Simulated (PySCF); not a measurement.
Run record for carbon tetrafluoride, `FC(F)(F)F`: revPBE/def2-TZVPP, TDA, 25 singlets.

Method: TDA revPBE/def2-TZVPP, vertical, gas phase, core orbitals frozen in the response (PySCF 2.14.0, density-fitted response routines). Geometry: GFN2-xTB. A driver script takes a list of jobs; this job's settings line and coordinates (Å) are shown.

Command:
```bash
OMP_NUM_THREADS=1 python probes_run.py task.json out
```

Input:
```
{"job": {"kind": "uv", "xc": "revPBE", "basis": "def2-TZVPP", "nstates": 25, "ntriplets": 5, "tda": true}, "charge": 0, "multiplicity": 1}
F      0.382319     1.113992    -0.588372
C      0.001733     0.000564    -0.003441
F     -0.515053    -0.810303    -0.899016
F      1.039482    -0.574853     0.560958
F     -0.899859     0.273452     0.912686
```

Task: What does the run print?

Result: 
```
coarse grid: 5432 points
cycle   1  E = -437.3703118851  dE =  9.621e-01  |g| = 1.025e+00  |ddm| = 1.974e+00
cycle   2  E = -436.9764028686  dE =  3.939e-01  |g| = 1.971e+00  |ddm| = 1.137e+00
cycle   3  E = -437.5254170576  dE = -5.490e-01  |g| = 3.060e-02  |ddm| = 7.533e-01
cycle   4  E = -437.5254888910  dE = -7.183e-05  |g| = 2.001e-02  |ddm| = 3.087e-02
cycle   5  E = -437.5255616558  dE = -7.276e-05  |g| = 3.368e-03  |ddm| = 1.380e-02
cycle   6  E = -437.5255630641  dE = -1.408e-06  |g| = 5.980e-04  |ddm| = 1.697e-03
final grid: 57624 points
cycle   7  E = -437.5403937273  dE = -1.093e-04  |g| = 4.209e-03  |ddm| = 3.274e-02
cycle   8  E = -437.5403936273  dE =  1.000e-07  |g| = 4.175e-03  |ddm| = 4.418e-03
cycle   9  E = -437.5403961228  dE = -2.496e-06  |g| = 8.721e-04  |ddm| = 2.491e-03
cycle  10  E = -437.5403962177  dE = -9.495e-08  |g| = 3.036e-04  |ddm| = 4.701e-04
cycle  11  E = -437.5403962312  dE = -1.344e-08  |g| = 2.459e-05  |ddm| = 1.488e-04
cycle  12  E = -437.5403962312  dE = -2.694e-11  |g| = 2.149e-05  |ddm| = 1.827e-05
converged SCF energy = -437.5403962312

Static polarisability (au): isotropic 16.967, principal 16.966 16.967 16.969

Singlet excitations
state   eV       nm        f      main configurations
  1  12.2400    101.3   0.00000   H->L 0.99
  2  12.2402    101.3   0.00000   H-1->L 0.83, H-2->L 0.16
  3  12.2404    101.3   0.00000   H-2->L 0.82, H-1->L 0.17
  4  13.5775     91.3   0.07219   H-4->L 0.60, H-5->L 0.14, H-3->L 0.13
  5  13.5776     91.3   0.07223   H-3->L 0.74, H-4->L 0.13
  6  13.5779     91.3   0.07206   H-5->L 0.72, H-4->L 0.15
  7  13.6622     90.7   0.00000   H-2->L+3 0.32, H->L+1 0.26, H-1->L+2 0.25
  8  13.7823     90.0   0.00000   H-1->L+1 0.48, H->L+2 0.48
  9  13.7832     90.0   0.00000   H-2->L+1 0.49, H->L+3 0.40, H-1->L+3 0.09
 10  13.7836     90.0   0.00000   H-2->L+2 0.48, H-1->L+3 0.38, H->L+3 0.10
 11  13.7867     89.9   0.00000   H->L+1 0.49, H-1->L+2 0.37, H-7->L 0.09
 12  13.7879     89.9   0.00000   H-2->L+3 0.58, H-1->L+2 0.17, H-6->L 0.09
 13  14.1412     87.7   0.00000   H-6->L 0.90
 14  14.1420     87.7   0.00000   H-7->L 0.90
 15  14.3437     86.4   0.11686   H->L+2 0.26, H-1->L+1 0.26, H-5->L 0.10
 16  14.3447     86.4   0.11691   H-2->L+1 0.33, H->L+3 0.29, H-4->L 0.10
 17  14.3450     86.4   0.11692   H-2->L+2 0.34, H-1->L+3 0.29, H-3->L 0.10
 18  15.0158     82.6   0.00000   H-4->L+1 0.46, H-3->L+2 0.46
 19  15.0166     82.6   0.00000   H-5->L+1 0.47, H-3->L+3 0.47
 20  15.0169     82.6   0.00000   H-5->L+2 0.47, H-4->L+3 0.47
 21  15.1085     82.1   0.00000   H-3->L+1 0.46, H-4->L+2 0.30, H-4->L+1 0.10
 22  15.1098     82.1   0.00000   H-5->L+3 0.61, H-4->L+2 0.24, H-3->L+1 0.09
 23  15.3149     81.0   0.04192   H-5->L+2 0.27, H-4->L+3 0.26, H-6->L+1 0.24
 24  15.3151     81.0   0.04198   H-5->L+1 0.25, H-3->L+3 0.24, H-6->L+2 0.17
 25  15.3156     81.0   0.04212   H-7->L+3 0.26, H-3->L+2 0.20, H-4->L+1 0.20

Triplet excitations (Tamm-Dancoff, eV): 11.9940 11.9942 11.9945 13.1786 13.1792
```

The SCF starts on a coarse grid where the log names one; the energy can jump when the final grid takes over, and dE then counts from the start density on the new grid. H and L stand for HOMO and LUMO; the number after each pair is its weight.

Task: Give S1 in cm⁻¹ and kJ/mol.

Result: 12.2400 eV × 8065.54 = 98722 cm⁻¹; × 96.485 = 1181.0 kJ/mol.

Task: How does the lowest singlet excitation compare with the HOMO–LUMO gap?

Result: HOMO -10.21 eV and LUMO 1.93 eV give a gap of 12.14 eV; S1 at 12.24 eV lies 0.10 eV above it.

In short: SCF converged in 12 cycles with 155 basis and 433 fitting functions; HOMO -10.21 eV, LUMO 1.93 eV; lowest singlet 12.24 eV; lowest triplet 11.99 eV (Tamm–Dancoff); mean polarisability 17.0 au.

The run took about 23 s of CPU time (one thread, shared machine).
